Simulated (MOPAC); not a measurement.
MOPAC input (PM7):

```
PM7 FORCE THERMO(298,298) PRECISE LET GEO-OK AUX(PRECISION=9) THREADS=1
C2H6

C     0.00197192 1   -0.00689432 1    0.76210138 1
C    -0.00197192 1    0.00689432 1   -0.76210138 1
H     0.00895677 1    1.00992095 1    1.17110788 1
H    -0.88372055 1   -0.51560279 1    1.15961559 1
H     0.88379473 1   -0.52586296 1    1.15494533 1
H    -0.00895677 1   -1.00992096 1   -1.17110788 1
H    -0.88379473 1    0.52586296 1   -1.15494533 1
H     0.88372055 1    0.51560278 1   -1.15961559 1
```

From the output:

```
     H    8   0.469369   4.225430

          HEAT OF FORMATION =     -18.198518 KCALS/MOLE

          ZERO POINT ENERGY      42.568 KCAL/MOL

           NORMAL COORDINATE ANALYSIS (Total motion = 1 Angstrom)

   Root No.       1         2         3         4         5         6         7         8

                 1 A1u     1 Eu      1 Eu      1 A1g     1 Eg      1 Eg      2 Eg      2 Eg

                 190.0     921.7     921.7    1139.5    1164.3    1164.3    1301.8    1301.8

           1   -0.0000    0.0000    0.0000   -0.1704   -0.0000   -0.0000   -0.0000    0.0000
           2   -0.0000   -0.0202    0.0003   -0.0000    0.0545   -0.0050   -0.0004   -0.0185
           3   -0.0000    0.0003    0.0206    0.0000   -0.0048   -0.0562   -0.0183    0.0004
           4    0.0000    0.0000    0.0000    0.1704    0.0000    0.0000    0.0000   -0.0000
           5    0.0000   -0.0202    0.0003    0.0000   -0.0545    0.0050    0.0004    0.0185
           6   -0.0000    0.0003    0.0206   -0.0000    0.0048    0.0562    0.0183   -0.0004
           7    0.0000    0.2042   -0.0027   -0.1098   -0.2065    0.0190   -0.0020   -0.0880
           8    0.0000    0.0773   -0.0010   -0.0012   -0.0463    0.0042   -0.0009   -0.0410
           9    0.1667   -0.0011   -0.0847    0.0000    0.0050    0.0579    0.2122   -0.0050
          10   -0.0000   -0.0998    0.1816   -0.1098    0.0873   -0.1939    0.0763    0.0422
          11    0.1443    0.0817    0.0015    0.0006   -0.0540    0.0005   -0.1060    0.1533
          12   -0.0833   -0.0035   -0.0802    0.0010    0.0086    0.0499    0.0202   -0.1112
          13    0.0000   -0.1043   -0.1789   -0.1098    0.1192    0.1749   -0.0743    0.0457
          14   -0.1443    0.0816   -0.0036    0.0006   -0.0533    0.0093    0.1128    0.1482
          15   -0.0833    0.0015   -0.0803   -0.0010    0.0001    0.0507    0.0252    0.1102
          16    0.0000    0.2042   -0.0027    0.1098    0.2065   -0.0190    0.0020    0.0880
          17    0.0000    0.0773   -0.0010    0.0012    0.0463   -0.0042    0.0009    0.0410
          18    0.1667   -0.0011   -0.0847   -0.0000   -0.0050   -0.0579   -0.2122    0.0050
          19    0.0000   -0.1043   -0.1789    0.1098   -0.1192   -0.1749    0.0743   -0.0457
          20   -0.1443    0.0816   -0.0036   -0.0006    0.0533   -0.0093   -0.1128   -0.1482
          21   -0.0833    0.0015   -0.0803    0.0010   -0.0001   -0.0507   -0.0252   -0.1102
          22   -0.0000   -0.0998    0.1816    0.1098   -0.0873    0.1939   -0.0763   -0.0422
          23    0.1443    0.0817    0.0015   -0.0006    0.0540   -0.0005    0.1060   -0.1533
          24   -0.0833   -0.0035   -0.0802   -0.0010   -0.0086   -0.0499   -0.0202    0.1112

   Root No.       9        10        11        12        13        14        15        16

                 2 Eu      2 Eu      2 A1g     1 A2u     3 Eg      3 Eg      3 Eu      3 Eu

                1301.9    1301.9    1369.7    1413.9    2667.4    2667.4    2692.5    2692.5

           1   -0.0000    0.0000   -0.0239   -0.0351    0.0000   -0.0000    0.0000   -0.0000
           2   -0.0000   -0.0211    0.0000   -0.0000   -0.0234    0.0012   -0.0256   -0.0001
           3   -0.0208    0.0000   -0.0000    0.0000   -0.0011   -0.0259    0.0001   -0.0285
           4   -0.0000    0.0000    0.0239   -0.0351   -0.0000    0.0000    0.0000   -0.0000
           5   -0.0000   -0.0211   -0.0000   -0.0000    0.0234   -0.0012   -0.0256   -0.0001
           6   -0.0208    0.0000    0.0000    0.0000    0.0011    0.0259    0.0001   -0.0285
           7   -0.0002   -0.0860    0.1464    0.1393   -0.0944    0.0049   -0.0967   -0.0003
           8   -0.0001   -0.0457    0.0612    0.0678    0.2182   -0.0114    0.2160    0.0007
           9    0.2106   -0.0004   -0.0000   -0.0000   -0.0006   -0.0145    0.0000   -0.0142
          10    0.0737    0.0428    0.1464    0.1393    0.0511    0.0879    0.0481    0.0935
          11   -0.1105    0.1485   -0.0306   -0.0339    0.0494    0.1083    0.0441    0.1106
          12    0.0186   -0.1121   -0.0530   -0.0587    0.1077    0.1719    0.0986    0.1774
          13   -0.0735    0.0431    0.1464    0.1393    0.0434   -0.0928    0.0486   -0.0932
          14    0.1110    0.1481   -0.0306   -0.0339    0.0400   -0.1129    0.0447   -0.1103
          15    0.0190    0.1120    0.0530    0.0587   -0.0926    0.1823   -0.0996    0.1767
          16   -0.0002   -0.0860   -0.1464    0.1393    0.0944   -0.0049   -0.0967   -0.0003
          17   -0.0001   -0.0457   -0.0612    0.0678   -0.2182    0.0114    0.2160    0.0007
          18    0.2106   -0.0004    0.0000   -0.0000    0.0006    0.0145    0.0000   -0.0142
          19   -0.0735    0.0431   -0.1464    0.1393   -0.0434    0.0928    0.0486   -0.0932
          20    0.1110    0.1481    0.0306   -0.0339   -0.0400    0.1129    0.0447   -0.1103
          21    0.0190    0.1120   -0.0530    0.0587    0.0926   -0.1823   -0.0996    0.1767
          22    0.0737    0.0428   -0.1464    0.1393   -0.0511   -0.0879    0.0481    0.0935
          23   -0.1105    0.1485    0.0306   -0.0339   -0.0494   -0.1083    0.0441    0.1106
          24    0.0186   -0.1121    0.0530   -0.0587   -0.1077   -0.1719    0.0986    0.1774

   Root No.      17        18

                 3 A1g     2 A2u

                2775.5    2789.0

           1    0.0092    0.0148
           2   -0.0000    0.0000
           3    0.0000   -0.0000
           4   -0.0092    0.0148
           5    0.0000    0.0000
           6   -0.0000   -0.0000
           7   -0.0581   -0.0586
           8    0.1530    0.1508
           9   -0.0000   -0.0000
          10   -0.0581   -0.0586
          11   -0.0765   -0.0754
          12   -0.1325   -0.1306
          13   -0.0581   -0.0586
          14   -0.0765   -0.0754
          15    0.1325    0.1306
          16    0.0581   -0.0586
          17   -0.1530    0.1508
          18    0.0000   -0.0000
          19    0.0581   -0.0586
          20    0.0765   -0.0754
          21   -0.1325    0.1306
          22    0.0581   -0.0586
          23    0.0765   -0.0754
          24    0.1325   -0.1306

           MASS-WEIGHTED COORDINATE ANALYSIS (NORMAL COORDINATES)

   Root No.       1         2         3         4         5         6         7         8

                 1 A1u     1 Eu      1 Eu      1 A1g     1 Eg      1 Eg      2 Eg      2 Eg

                 190.0     921.7     921.7    1139.5    1164.3    1164.3    1301.8    1301.8

           1    0.0000    0.0000    0.0000   -0.6728   -0.0000   -0.0000   -0.0000    0.0000
           2   -0.0000   -0.1674    0.0001   -0.0000    0.4043   -0.0361   -0.0027   -0.1529
           3   -0.0000    0.0001    0.1674    0.0000   -0.0361   -0.4043   -0.1529    0.0027
           4   -0.0000    0.0000    0.0000    0.6728    0.0000    0.0000    0.0000   -0.0000
           5    0.0000   -0.1674    0.0001    0.0000   -0.4043    0.0361    0.0027    0.1529
           6   -0.0000    0.0001    0.1674   -0.0000    0.0361    0.4043    0.1529   -0.0027
           7    0.0000    0.4903   -0.0002   -0.1256   -0.4441    0.0397   -0.0037   -0.2104
           8    0.0000    0.1856   -0.0001   -0.0014   -0.0996    0.0089   -0.0017   -0.0980
           9    0.4082   -0.0001   -0.1996    0.0000    0.0108    0.1207    0.5136   -0.0090
          10   -0.0000   -0.2450    0.4247   -0.1256    0.1877   -0.4045    0.1841    0.1020
          11    0.3536    0.1961    0.0060    0.0007   -0.1162    0.0012   -0.2585    0.3654
          12   -0.2041   -0.0061   -0.1891    0.0012    0.0185    0.1040    0.0502   -0.2658
          13    0.0000   -0.2453   -0.4245   -0.1256    0.2564    0.3648   -0.1804    0.1084
          14   -0.3536    0.1961   -0.0061    0.0007   -0.1146    0.0195    0.2712    0.3560
          15   -0.2041    0.0060   -0.1891   -0.0012    0.0002    0.1057    0.0596    0.2639
          16    0.0000    0.4903   -0.0002    0.1256    0.4441   -0.0397    0.0037    0.2104
          17    0.0000    0.1856   -0.0001    0.0014    0.0996   -0.0089    0.0017    0.0980
          18    0.4082   -0.0001   -0.1996   -0.0000   -0.0108   -0.1207   -0.5136    0.0090
          19    0.0000   -0.2453   -0.4245    0.1256   -0.2564   -0.3648    0.1804   -0.1084
          20   -0.3536    0.1961   -0.0061   -0.0007    0.1146   -0.0195   -0.2712   -0.3560
          21   -0.2041    0.0060   -0.1891    0.0012   -0.0002   -0.1057   -0.0596   -0.2639
          22   -0.0000   -0.2450    0.4247    0.1256   -0.1877    0.4045   -0.1841   -0.1020
          23    0.3536    0.1961    0.0060   -0.0007    0.1162   -0.0012    0.2585   -0.3654
          24   -0.2041   -0.0061   -0.1891   -0.0012   -0.0185   -0.1040   -0.0502    0.2658

   Root No.       9        10        11        12        13        14        15        16

                 2 Eu      2 Eu      2 A1g     1 A2u     3 Eg      3 Eg      3 Eu      3 Eu

                1301.9    1301.9    1369.7    1413.9    2667.4    2667.4    2692.5    2692.5

           1   -0.0000    0.0000   -0.2030   -0.2908    0.0000   -0.0000    0.0000   -0.0000
           2   -0.0003   -0.1737    0.0000   -0.0000   -0.1888    0.0094   -0.2058    0.0003
           3   -0.1737    0.0003   -0.0000    0.0000   -0.0094   -0.1888   -0.0003   -0.2058
           4   -0.0000    0.0000    0.2030   -0.2908   -0.0000    0.0000    0.0000   -0.0000
           5   -0.0003   -0.1737   -0.0000   -0.0000    0.1888   -0.0094   -0.2058    0.0003
           6   -0.1737    0.0003    0.0000    0.0000    0.0094    0.1888   -0.0003   -0.2058
           7   -0.0004   -0.2054    0.3608    0.3346   -0.2204    0.0110   -0.2253    0.0003
           8   -0.0002   -0.1092    0.1509    0.1629    0.5092   -0.0254    0.5034   -0.0006
           9    0.5090   -0.0010   -0.0000   -0.0000   -0.0015   -0.0306   -0.0000   -0.0297
          10    0.1781    0.1023    0.3608    0.3346    0.1197    0.1854    0.1129    0.1950
```
